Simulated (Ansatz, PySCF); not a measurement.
Molecule: C2F3, net charge 0, doublet state. It need not be the lowest isomer of its formula. 
Geometry from a B3LYP-D3(BJ)/def2-TZVP (Ansatz, an electronic-structure program) optimisation:
SMILES: F[C]=C(F)F
```xyz
5

C      0.0109     0.2166     0.9598
C     -0.0002     0.2322    -0.3516
F      0.0055    -0.7962     1.7820
F      0.0075     1.3433    -1.0632
F     -0.0201    -0.8463    -1.1243
```
Charge 0, spin multiplicity 2.
Markedly spin-contaminated UHF reference, which strains HF, MP2 and, less, CCSD(T): F[C]=C(F)F.

Wanted: enthalpy of formation at 298 K (from the atomisation energy, B3LYP-D3(BJ)/def2-TZVP harmonic zero-point and thermal terms from PySCF, and the atoms' enthalpies of formation in the G2/97 table; no spin-orbit terms, and no core term in the frozen-core levels), in eV. Cores are frozen in the correlated levels unless marked. UHF or UKS for open shells. Spin-orbit coupling is left out. No relativistic terms. The coupled-cluster limit lacks core correlation, which all-electron functionals hold. CBS(X,Y): correlation extrapolated as X^-3; Hartree-Fock from the larger set. The bracket is a focal-point correction in the basis named.

| level | program | enthalpy of formation at 298 K (eV) |
|---|---|---|
| HF/cc-pVTZ | Ansatz | 4.90 |
| PBE/def2-TZVPD | Ansatz | -4.02 |

### Question
Predict the RI-MP2/CBS(cc-pVTZ,cc-pVQZ)+[CCSD(T)-MP2]/cc-pVTZ result (Ansatz).

### Answer
-2.23 eV, so PBE/def2-TZVPD differs from it by -1.79 eV.
